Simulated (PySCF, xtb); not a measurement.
## Relative energy of two isomers of BH4SSi+

We compare X, `[SiH2+]BS`, a singlet, with Y, `B[S+]=[SiH2]`, a singlet. Both are isolated ions in the gas phase, relaxed with PBE0-D3(BJ)/pcseg-1; the shapes shown needn't be the lowest conformers.

X (Å):

```xyz
7

B    -0.1746    0.4836   -0.3582
S    -0.0893   -0.4496   -1.8313
Si    0.8195   -0.0014    1.3157
H    -0.8556    1.4614   -0.3495
H     0.7872    0.8159    2.5531
H     0.7501   -1.4536   -1.4713
H     1.6627   -1.2202    1.4241
```

Y (Å):

```xyz
7

B    -2.0171    0.4202    0.8169
S    -1.4423   -0.6351   -0.5986
Si   -0.5363   -2.1552    0.4214
H    -2.5936    1.4019    0.4771
H    -1.7934    0.0839    1.9381
H    -0.5004   -2.1523    1.9012
H     0.0763   -3.2476   -0.3647
```

Problem. Which of the two would you expect PBE0-D3(BJ)/pcseg-1 electronic energies to favour?

Solution. Structure Y; the calculation gives E(Y) − E(X) = −56.4 kJ/mol.

How the difference moves with the method:

```
              level             geometry  E(Y) − E(X) (kJ/mol)  departure from the last row (kJ/mol)  job, with rough time for the two
           GFN2-xTB             GFN2-xTB                   −48.3                                  +8.1              optimisation, 0.15 s
          HF/STO-3G             GFN2-xTB                   −63.0                                  −6.6               single point, 1.2 s
 r2SCAN-D4/def2-SVP             GFN2-xTB                   −46.2                                 +10.1               single point, 7.5 s
PBE0-D3(BJ)/pcseg-1  PBE0-D3(BJ)/pcseg-1                   −56.4                                                      optimisation, 48 s
```

As drawn, Y has 1 S=Si, 1 B–H in place of 1 B–Si, 1 S–H.

The levels shown agree on the order. The largest departure from PBE0-D3(BJ)/pcseg-1 is that of r2SCAN-D4/def2-SVP, 10.1 kJ/mol. No coupled-cluster energies are at hand for both structures. No reliable frequencies are at hand for X, so it isn't confirmed as a minimum.

Programs: PySCF 2.14.0, xtb 6.7.1; the last row on 2 threads of Intel(R) Xeon(R) 6975P-C (Granite Rapids) on a shared host.
